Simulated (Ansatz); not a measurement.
Geometry optimisation, Ansatz, RKS B3LYP-D4/6-31G*.

Input:

```yaml
crystal:
  periodic: [false, false, false]
  atoms:
    - { symbol: Al, position_ang: [-0.011995, -0.326491, -1.175312] }
    - { symbol: "N", position_ang: [1.284125, 0.004422, 1.624675] }
    - { symbol: H, position_ang: [1.097599, 0.736626, 2.306686] }
    - { symbol: H, position_ang: [1.945542, -0.646251, 2.043405] }
    - { symbol: H, position_ang: [1.761093, 0.440246, 0.813991] }
    - { symbol: Cl, position_ang: [-2.121465, -0.208552, -0.642045] }
basis:
  gaussian: { orbitals: "6-31G*" }
hamiltonian:
  xc: b3lyp
  dispersion: d4
relax:
  f_tol: 0.03
  max_steps: 50
output:
  orbitals: {}
```

Command:

```bash
$ ansatz run input.yaml --threads 1 --pin off --max-ram 2048MiB --backend cpu --events-out ev --progress --plain --runs-dir out
```

Where does it end, and by what steps?

The forces met the threshold. The force dipped under the threshold on the way, but the program's further checks kept it going. After 12 steps the energy has fallen by 0.506 eV; Cl6 moved furthest, 0.91 Å. Joined: Al1–N2.

```tsv
step	energy less start (eV)	largest force component (eV/Å)	accepted
0	0.0000	0.939	yes
1	-0.0971	0.858	yes
2	-0.1748	1.401	yes
3	-0.2903	1.593	yes
4	-0.4042	0.441	yes
5	-0.4611	0.265	yes
6	-0.4932	0.436	yes
7	-0.5026	0.155	yes
8	-0.5028	0.154	yes
9	-0.5052	0.036	yes
10	-0.5057	0.011	yes
11	-0.4920	0.614	no
12	-0.5061	0.014	yes
```

```xyz
6
Properties=species:S:1:pos:R:3
Al 0.335 -0.327 -0.913
N 1.231 0.093 1.175
H 0.556 0.658 1.693
H 1.342 -0.780 1.695
H 2.134 0.568 1.185
Cl -1.643 -0.211 0.136
```

The run took 29 s on 1 thread of Arm Neoverse V1, with other jobs on the host, peak memory 0.13 GiB.
